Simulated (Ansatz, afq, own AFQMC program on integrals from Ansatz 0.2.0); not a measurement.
Two steps: Ansatz 0.2.0 writes the Fock matrix and Cholesky factors of the valence space, and afq projects on them the lowest state that overlaps trial and start.

```yaml
crystal:
  periodic: [false, false, false]
  atoms:
    - {symbol: Cu, position_ang: [0.000000, 0.000000, 0.000000]}
    - {symbol: S, position_ang: [0.000000, 0.000000, 2.084103]}
basis:
  gaussian: {orbitals: def2-SVP}
magnetization: {spin_polarized: true, initial_magnetization: 1}
correlation: {method: ccsd_t, electrons: outside_noble_gas, hamiltonian_folder: ham}
```

```sh
$ ansatz run in.yaml --threads 1 --pin off --events-out ev --progress --plain --max-ram 24576MiB --backend cuda --devices 0, --max-vram 18GiB
```

Options of the walk:

```
--method phaseless --trial cisd --walkers 4000 --populations 20 --least-time 60 --time-step 0.005 --steps-per-block 50 --equilibration-blocks 40 --max-blocks 4000 --target-error 0.00024 --factor-cut 1e-05 --start spin_pure --seed 3517 --release-times 0.24,0.6,1.2,1.8,2.6 --release-step 0.04 --release-every 4 --taylor-order 6
```

Times are imaginary, in 1/Eh. The walk had a cap of 119 s. With eight or more populations the least sampling time is a fifth of least-time, and the error comes from their spread.

Log:

```
orbitals 35  electrons 9 8  factors 289 of 506
reference energy -2036.10091164 Eh
CCSD correlation -0.38672601 Eh in 18 cycles, weight of the determinant in the CISD state 0.8594
energy of the start -2036.487405 Eh
 block  time / (1/Eh)  mean weight  energy / Eh
     1     0.250  0.9999  -2036.485596
     2     0.500  0.9998  -2036.492239
     3     0.750  0.9999  -2036.495606
     4     1.000  1.0003  -2036.498149
     5     1.250  1.0002  -2036.497718
    10     2.500  1.0007  -2036.501449
    31     7.750  0.9996  -2036.503487
    56    14.000  1.0005  -2036.501540
    61    15.250  1.0002  -2036.504994
    81    20.250  0.9995  -2036.502645
   106    26.500  1.0001  -2036.502253
   111    27.750  0.9995  -2036.498410
   131    32.750  1.0000  -2036.498646
   156    39.000  1.0003  -2036.500419
   181    45.250  0.9999  -2036.502667
   206    51.500  1.0003  -2036.501117
error from the spread of 20 populations
released: time / (1/Eh)  energy / Eh  error  mean overlap
  0.24  -2036.502992  0.000283  0.9963
  0.60  -2036.503290  0.000355  0.9939
  1.20  -2036.502803  0.000571  0.9963
  1.80  -2036.502534  0.002349  0.9924
  2.60  -2036.504564  0.001820  0.9909
energy -2036.501562 +/- 0.000282 Eh
(rows thinned)
```

The run passed its tests (sampling time, drift between the halves within three errors, error under three times the target), which doesn't prove that it has relaxed, ending at its cap on processor time.

Against this walk (error 7.7 meV) on the same determinant: CCSD(T) 56.5 meV lower. The error is statistical and leaves out the bias of the constraint. None of these is a sure reference here. The released energies get too noisy after the second time (errors over twice the walk's own, or jumping) (meV from the phaseless value at times in 1/Eh: -39 ± 8 at 0.24, -47 ± 10 at 0.60, -34 ± 16 at 1.20, -26 ± 64 at 1.80, -82 ± 50 at 2.60), so they give no level; they do show a bias of the constraint, and the last of them that isn't too noisy lies 9 meV above CCSD(T).

Cautions: constraint bias not in the error; error above the target (7.7 against 6.5 meV); no relativity below Rb; outer-core shells of the metal frozen.

The walk took 120 s on 1 × NVIDIA H100 80GB HBM3 with 2 threads of AMD EPYC 7R13 Processor (Zen 3), with other jobs on the host (the card was shared). The log's last line is the phaseless energy.

A walk keeps the symmetry of its determinant, which the program's search chose and which needn't be the lowest solution, so a lower state of the same spin and another symmetry isn't excluded.
